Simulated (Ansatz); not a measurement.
Gas-phase electronic energies from Ansatz, PBE0-D4/def2-TZVP geometries. CCSD(T)/CBS is the MP2 limit (def2-TZVPP, def2-QZVPP) plus CCSD(T) − MP2 in def2-TZVPP, frozen cores. This one scheme is used for every species. DFT in def2-TZVPP. B3LYP here is the variant with VWN-RPA as its local correlation; programs differ in this. HSE06 is defined as in plane-wave codes. Each species was taken in one conformer, which may not be the lowest.

Reaction (cleavage of the P–Si bond): `P[SiH2]Cl` + H₂S → `PS` + `[SiH3]Cl`

(1) Is it downhill or uphill in electronic energy at CCSD(T)/CBS, and by how much? (Best estimate.)

(2) What do these levels give: BLYP-D4, HSE06-D4, BHLYP-D4, PBE, revPBE, PBE0, B3LYP, HSE06, MP2/def2-TZVPP, SCS-MP2/def2-TZVPP, CCSD(T)/def2-TZVPP, HF/CBS(def2)? (An estimate is asked.)

Largest T1 diagnostic among the species: 0.012.

Answers

(1) Computed: Uphill: ΔE = +18.4 kJ/mol.

(2) Ansatz gave: BLYP-D4 15.5, HSE06-D4 20.3, BHLYP-D4 15.0, PBE 18.2, revPBE 16.5, PBE0 18.2, B3LYP 11.9, HSE06 18.0, MP2/def2-TZVPP 18.1, SCS-MP2/def2-TZVPP 14.2, CCSD(T)/def2-TZVPP 20.1, HF/CBS(def2) 5.9 kJ/mol.

At CCSD(T), def2-SVP lies +7.0 kJ/mol from the extrapolated value and def2-TZVPP +1.8 kJ/mol. Leaving LDA and LC-ωPBE aside and taking each functional with its dispersion term where it has one, the values, not all of them listed here, spread over 7.9 kJ/mol, from B2PLYP to B97M-V. LDA lies +5.2 kJ/mol from PBE without D4. In def2-TZVPP, CCSD(T) changes the Hartree–Fock value by +13.4 kJ/mol (the triples alone add +1.1 kJ/mol) and MP2 by +11.4 kJ/mol.
